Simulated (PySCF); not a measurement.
A GIAO shielding run with PySCF 2.14.0 with density-fitted response routines (density fitting, non-relativistic, gas phase) on SMILES Cn1nccn1, C$_{3}$H$_{5}$N$_{3}$:

```
$ OMP_NUM_THREADS=1 python probes_run.py task.json out

{"job": {"kind": "nmr", "xc": "PBE0", "basis": "cc-pVTZ", "pop": true}, "charge": 0, "multiplicity": 1}
C     -1.713437    -0.099104    -0.557384
N     -0.339372    -0.023795    -0.132655
N      0.350716    -1.095539     0.190679
C      1.535907    -0.614374     0.554133
C      1.495808     0.783229     0.428573
N      0.288099     1.124423    -0.011035
H     -2.379034     0.296880     0.223313
H     -1.946111    -1.152949    -0.743174
H     -1.847275     0.487082    -1.475710
H      2.339391    -1.273027     0.876442
H      2.259459     1.532904     0.624522
```

Hardware: 1 thread of an Arm Neoverse V1, shared host. The job also computes population analyses, field gradients, ring-centre shieldings.

Q: How large is the calculation?

A: 44 electrons, 250 basis functions and 618 auxiliary functions.

Q: How long does it take, and how much memory does it need?

A: 23 s of wall time, with 14 SCF cycles and 5 response iterations; peak memory 1.1 GiB. Times on a shared host scatter by some tens of per cent.

Q: And these other runs on the same molecule and hardware: GIAO shielding at PBE0/IGLO-III; GIAO shielding at PBE0/aug-cc-pVDZ; GIAO shielding at PBE0/cc-pVDZ; GIAO shielding at PBE0/pcSseg-0?

A: PBE0/IGLO-III: 260 functions, 23 s; PBE0/aug-cc-pVDZ: 183 functions, 14 s; PBE0/cc-pVDZ: 109 functions, 7.2 s; PBE0/pcSseg-0: 64 functions, 4 s.
